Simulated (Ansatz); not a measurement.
A nudged elastic band was laid between two geometries of H$_{3}$OSi$_{2}$ (6 atoms, charge 0, multiplicity 2).

The calculation used Ansatz 0.2.0, UKS PBE0/def2-mTZVP.

| Property | Result |
| --- | --- |
| movable images | 7 |
| climbing image | yes |
| spring | 5.0 eV/Å² |
| optimiser | quadratic models (default) |
| start path | through a guess of the saddle point |
| force threshold | 0.05 eV/Å |
| iteration limit | 60 |
| end points | relaxed |

First end point:

```xyz
6
Properties=species:S:1:pos:R:3
O 0.819 -1.987 1.596
Si 0.844 -1.543 0.128
Si -0.263 0.582 -0.337
H -1.350 0.291 -1.310
H 0.750 1.462 -0.979
H -0.801 1.196 0.902
```

Last end point:

```xyz
6
Properties=species:S:1:pos:R:3
O 0.274 -2.104 1.073
Si 0.044 -1.144 -0.097
Si -0.266 1.111 0.154
H -0.105 -1.590 -1.515
H -0.086 1.976 -1.040
H 0.139 1.752 1.426
```

(1) What changes between the two ends?

(2) What energy profile does the band end with?

(3) What is the geometry of the highest image?

(4) What are the harmonic wavenumbers there?

Answers

(1) Bonds broken: Si3–H4. Bonds formed: Si2–H4.

(2) The forces met the threshold. The highest image is number 4 of 0 to 8, 1.63 eV above the first end and 1.30 eV above the last; the last end lies 0.33 eV above the first. A vibrational analysis at the climbing image gives one clearly imaginary mode, 995i cm⁻¹: a first-order saddle point.

| image | path coordinate (Å) | energy (eV) | Si3–H4 (Å) | Si2–H4 (Å) |
| --- | --- | --- | --- | --- |
| 0 | 0.00 | 0.00 | 1.49 | 3.20 |
| 1 | 0.62 | 0.00 | 1.49 | 3.20 |
| 2 | 1.25 | 0.11 | 1.48 | 2.82 |
| 3 | 1.87 | 0.76 | 1.58 | 2.12 |
| 4 | 2.50 | 1.63 | 2.07 | 1.62 |
| 5 | 3.11 | 0.87 | 2.69 | 1.49 |
| 6 | 3.71 | 0.44 | 3.10 | 1.49 |
| 7 | 4.32 | 0.34 | 3.16 | 1.49 |
| 8 | 4.93 | 0.33 | 3.18 | 1.49 |

(3) 
```xyz
6
Properties=species:S:1:pos:R:3:forces:R:3
O 0.501 -2.401 1.044 0.00 0.00 0.00
Si 0.607 -1.201 0.089 0.00 0.01 0.00
Si -0.060 0.929 0.110 0.00 0.00 0.00
H -0.506 -0.758 -1.004 0.00 0.00 0.00
H 0.324 1.551 -1.181 0.00 0.00 0.00
H -0.865 1.880 0.941 0.00 0.00 0.00
```

(4) 995i, 151, 328, 403, 456, 526, 807, 929, 1169, 1655, 2160, 2260 cm⁻¹.

Run time: 2.8 min on 2 threads of Intel(R) Xeon(R) 6975P-C (Granite Rapids), on a shared host, peak memory 0.2 GiB.
